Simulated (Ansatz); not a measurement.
# How far each method lies from UCCSDT(Q) for Ga–P–SH, doublet

Geometry: displaced at random from a stationary point.

```xyz
4

Ga   -0.0107   -0.1875    1.2700
P    -0.0115    1.1082   -0.8201
S     0.0364   -0.6542   -1.8714
H    -0.0663   -0.2698   -3.1119
```

Basis cc-pVDZ; Ansatz 0.2.0. Correlated methods freeze the noble-gas cores and the filled d shells of p-block atoms, which leaves 15 electrons in 44 orbitals. R marks a restricted (for open shells ROHF) determinant, U an unrestricted one. No spin–orbit coupling is included, and no scalar relativity.

Full CI isn't at hand for all of this; UCCSDT(Q) serves as the reference, and is uncertain by about the last step of the cluster series.

* UHF ⟨S²⟩: 0.768
* T1 diagnostic (RCCSD): 0.0251
* largest doubles amplitude (RCCSD): 0.057
* T1 diagnostic (UCCSD): 0.0238

Q: From what is known of these methods and the diagnostics, rank them by the size of their error in total energy against UCCSDT(Q) in cc-pVDZ, smallest first (an estimate: the text doesn't fix the numbers).
A. UCCSD
B. UHF
C. UMP2
D. UCCSDT
E. UCCSD(T)

A: D (0.94 mEh), E (2.35 mEh), A (13.16 mEh), C (55.68 mEh), B (326.34 mEh).

All errors are against UCCSDT(Q) in cc-pVDZ. Within each family the higher level lies nearer, as is usual though not guaranteed.
